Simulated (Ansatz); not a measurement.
Geometry optimisation, Ansatz 0.2.0, RKS r2SCAN/6-31G*.

Input file:

```yaml
crystal:
  periodic: [false, false, false]
  atoms:
    - { symbol: C, position_ang: [-0.3447, 0.9899, -0.6091] }
    - { symbol: C, position_ang: [-0.5081, -0.1606, -0.0265] }
    - { symbol: C, position_ang: [0.6637, -0.8037, 0.5394] }
    - { symbol: S, position_ang: [0.7518, -2.2834, 1.317] }
    - { symbol: H, position_ang: [0.5537, 1.556, -0.7206] }
    - { symbol: H, position_ang: [-1.2682, 1.5325, -1.0491] }
    - { symbol: H, position_ang: [-1.4307, -0.6691, 0.0511] }
    - { symbol: H, position_ang: [1.6748, -0.2186, 0.4421] }
basis:
  gaussian: { orbitals: "6-31G*" }
hamiltonian:
  xc: r2scan
relax:
  f_tol: 0.015
  max_steps: 40
```

Launched with:

```bash
$ ansatz run input.yaml --threads 1 --pin off --max-ram 2048MiB --backend cpu --events-out ev --progress --plain --runs-dir out
```

Question: Where does it end, and by what steps?

Answer: The forces met the threshold. After 4 steps the energy has fallen by 0.345 eV; C1 moved furthest, 0.06 Å.

| step | energy less start (eV) | largest force component (eV/Å) | accepted |
| --- | --- | --- | --- |
| 0 | 0.0000 | 3.627 | yes |
| 1 | -0.2936 | 1.305 | yes |
| 2 | -0.3155 | 0.645 | yes |
| 3 | -0.3441 | 0.215 | yes |
| 4 | -0.3452 | 0.014 | yes |

```xyz
8
Properties=species:S:1:pos:R:3
C -0.387 1.034 -0.627
C -0.462 -0.167 -0.018
C 0.704 -0.807 0.545
S 0.708 -2.259 1.304
H 0.561 1.565 -0.715
H -1.263 1.517 -1.051
H -1.409 -0.697 0.070
H 1.640 -0.243 0.435
```

The run took 19 s on 1 CPU thread of a shared host.
